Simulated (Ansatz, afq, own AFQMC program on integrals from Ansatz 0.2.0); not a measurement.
# Where AFQMC and coupled cluster stand for PH$_{2}$, doublet

```yaml
atoms:
  - { symbol: P, position_ang: [0.3649, -0.3373, -0.3282] }
  - { symbol: H, position_ang: [-1.0040, -0.6554, -0.0486] }
  - { symbol: H, position_ang: [0.0262, 1.0233, -0.6238] }
```

Basis def2-TZVP. Noble-gas cores (and the filled d shells of Ga–Kr and In–Xe) are frozen. Ansatz 0.2.0 and our own AFQMC program on the same integrals; the CISD trial comes from CCSD amplitudes, and released means the phaseless constraint is let go. ± is one standard error of the sampling.

Determinant: UHF, the one that the program's search chose, which needn't be the lowest solution. The geometry is a PBE0/def2-SVP stationary point of this or a neighbouring charge and spin state.

No full CI on the walks' own integrals is used here; CCSDT(Q) serves as the reference and is uncertain by about the last step of the cluster series.

- T1 diagnostic: 0.0154
- weight of the determinant in the CISD state: 0.912
- ⟨S²⟩ of the determinant: 0.770
- size of the correlated space: 7 electrons in 44 orbitals

Reference: CCSDT(Q), correlation energy -4.457 eV. The released energy is read at 2.40 1/Eh (meV from the phaseless value at times in 1/Eh: -2.5 ± 2.3 at 0.24, -5.2 ± 1.8 at 0.51, -4.7 ± 1.5 at 0.99, -5.4 ± 1.5 at 1.62, -7.3 ± 1.9 at 2.40).

```json
{"level": "HF", "E − E(reference) (mEh)": "163.79", "share of correlation (%)": "0.00"}
{"level": "MP2", "E − E(reference) (mEh)": "34.51", "share of correlation (%)": "78.93"}
{"level": "CCSD", "E − E(reference) (mEh)": "6.29", "share of correlation (%)": "96.16"}
{"level": "CCSD(T)", "E − E(reference) (mEh)": "1.10", "share of correlation (%)": "99.33"}
{"level": "CCSDT", "E − E(reference) (mEh)": "0.17", "share of correlation (%)": "99.89"}
{"level": "ph-AFQMC/CISD", "E − E(reference) (mEh)": "0.25 ± 0.12", "share of correlation (%)": "99.85"}
{"level": "released AFQMC", "E − E(reference) (mEh)": "-0.02 ± 0.07", "share of correlation (%)": "100.01"}
```

A walk keeps the symmetry of its determinant, which the program's search chose and which needn't be the lowest solution, so a lower state of the same spin and another symmetry isn't excluded. Released energies are given only where the last usable release times agree within the noise; a slower fall can still hide under it.
